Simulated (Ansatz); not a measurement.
C₈H₁₈ (`CC[C@H](C)[C@@H](C)CC`) at its PBE0-D4/def2-TZVP geometry, where that method's forces vanish. The species carries charge 0 and has multiplicity 1.

```
atom   x (Å)   y (Å)   z (Å)
  C1  -1.860   1.080  -1.871
  C2  -0.580   0.776  -1.111
  C3  -0.681  -0.432  -0.181
  C4  -1.660  -0.195   0.964
  C5   0.698  -0.941   0.294
  C6   1.344  -1.801  -0.787
  C7   1.696   0.130   0.740
  C8   1.303   0.977   1.940
  H9  -2.185   0.213  -2.454
 H10  -2.679   1.351  -1.200
 H11  -1.719   1.911  -2.565
 H12  -0.284   1.659  -0.532
 H13   0.225   0.606  -1.834
 H14  -1.104  -1.252  -0.779
 H15  -1.695  -1.063   1.628
 H16  -2.673  -0.030   0.591
 H17  -1.388   0.672   1.568
 H18   0.512  -1.591   1.160
 H19   0.700  -2.638  -1.066
 H20   1.543  -1.219  -1.692
 H21   2.299  -2.211  -0.448
 H22   1.929   0.783  -0.109
 H23   2.634  -0.386   0.975
 H24   0.489   1.667   1.712
 H25   0.984   0.354   2.780
 H26   2.150   1.579   2.278
```

(1) For each bond, give half the difference of the two atoms' forces along it (eV/Å; positive pushes the atoms apart) under PBE-D4, r2SCAN-D4, B3LYP-D4, ωB97M-V in def2-TZVPP. (Estimate.)

Answers

(1) Ansatz gave: 
```json
{"bond": "C1–H9", "length (Å)": "1.094", "PBE-D4": "0.11", "r2SCAN-D4": "-0.03", "B3LYP-D4": "-0.06", "ωB97M-V": "-0.07"}
{"bond": "C1–H11", "length (Å)": "1.092", "PBE-D4": "0.09", "r2SCAN-D4": "-0.04", "B3LYP-D4": "-0.08", "ωB97M-V": "-0.08"}
{"bond": "C2–H13", "length (Å)": "1.095", "PBE-D4": "0.11", "r2SCAN-D4": "-0.04", "B3LYP-D4": "-0.12", "ωB97M-V": "-0.10"}
{"bond": "C3–C4", "length (Å)": "1.525", "PBE-D4": "0.00", "r2SCAN-D4": "0.09", "B3LYP-D4": "0.15", "ωB97M-V": "0.14"}
{"bond": "C4–H17", "length (Å)": "1.091", "PBE-D4": "0.11", "r2SCAN-D4": "-0.04", "B3LYP-D4": "-0.08", "ωB97M-V": "-0.07"}
{"bond": "C5–C6", "length (Å)": "1.525", "PBE-D4": "0.00", "r2SCAN-D4": "0.09", "B3LYP-D4": "0.15", "ωB97M-V": "0.15"}
{"bond": "C5–C7", "length (Å)": "1.530", "PBE-D4": "0.00", "r2SCAN-D4": "0.06", "B3LYP-D4": "0.10", "ωB97M-V": "0.07"}
{"bond": "C5–H18", "length (Å)": "1.099", "PBE-D4": "0.12", "r2SCAN-D4": "-0.05", "B3LYP-D4": "-0.14", "ωB97M-V": "-0.12"}
{"bond": "C6–H21", "length (Å)": "1.093", "PBE-D4": "0.10", "r2SCAN-D4": "-0.04", "B3LYP-D4": "-0.08", "ωB97M-V": "-0.07"}
{"bond": "C7–C8", "length (Å)": "1.520", "PBE-D4": "-0.01", "r2SCAN-D4": "0.10", "B3LYP-D4": "0.18", "ωB97M-V": "0.18"}
{"bond": "C7–H23", "length (Å)": "1.096", "PBE-D4": "0.11", "r2SCAN-D4": "-0.04", "B3LYP-D4": "-0.11", "ωB97M-V": "-0.10"}
{"bond": "C8–H24", "length (Å)": "1.091", "PBE-D4": "0.11", "r2SCAN-D4": "-0.04", "B3LYP-D4": "-0.08", "ωB97M-V": "-0.08"}
{"bond": "C8–H25", "length (Å)": "1.094", "PBE-D4": "0.11", "r2SCAN-D4": "-0.02", "B3LYP-D4": "-0.06", "ωB97M-V": "-0.07"}
{"bond": "C8–H26", "length (Å)": "1.093", "PBE-D4": "0.09", "r2SCAN-D4": "-0.04", "B3LYP-D4": "-0.07", "ωB97M-V": "-0.08"}
```

B3LYP here is the variant with VWN-RPA as its local correlation; programs differ in this.
